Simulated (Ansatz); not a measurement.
What a trial cell of CoCl relaxes into

Theory: DFT PBE, scalar-relativistic, plane waves, PAW in Ansatz 0.2.0. Cutoff 420 eV, Γ-centred k mesh, Gaussian smearing, collinear spin, first started from parallel moments.

CoCl was placed on the caesium chloride structure type (Pm-3m, No. 221), with Co in place of Cs, at a guessed volume.

```
CELL_PARAMETERS angstrom
3.32899 0.00000 0.00000
0.00000 3.32899 0.00000
0.00000 0.00000 3.32899
ATOMIC_POSITIONS crystal
Co 0.00000 0.00000 0.00000
Cl 0.50000 0.50000 0.50000
```

Cell and atoms relax at zero pressure; the relaxation can't lower the symmetry of the start. After a coarse first stage the cell is made exact in the group found at 0.06 Å.

Energies over the elements count from the elements' standard structures at the same level (Cl₂ as a molecule), with no empirical corrections.

(1) Describe the relaxed structure.

(2) What are its volume, energy, gap and moment?

Results:

(1) It keeps Pm-3m (No. 221). The result has the caesium chloride structure. Conventional cell: a = 3.069 Å. Around Co lie 8 Cl at 2.66 Å and 6 Co at 3.07 Å; Cl is coordinated by 8 Co at 2.66 Å and 6 Cl at 3.07 Å.

Space group Pm-3m (No. 221). a = 3.069 Å, b = 3.069 Å, c = 3.069 Å, α = 90.00°, β = 90.00°, γ = 90.00°
| atom | site | symmetry | x | y | z |
| --- | --- | --- | --- | --- | --- |
| Co | 1a | m-3m | 0.0000 | 0.0000 | 0.0000 |
| Cl | 1b | m-3m | 0.5000 | 0.5000 | 0.5000 |

(2) The volume per atom is 14.46 Å³, the density is 5.42 g/cm³ and the energy over the elements is 0.50 eV/atom. The gap on the 18×18×18 mesh is 0 eV (a metal) and the net moment per atom is 1.00 μB. The largest site moment is 1.93 μB.

The final run used a 18×18×18 mesh on its 2-atom cell and 0.10 eV smearing. For metals, differences of a few meV/atom aren't resolved. A structure relaxed within its symmetry needn't be a true minimum.

Cost: 3 runs of about 1.2 core-minutes in all, on Arm Neoverse V2 (shared hosts).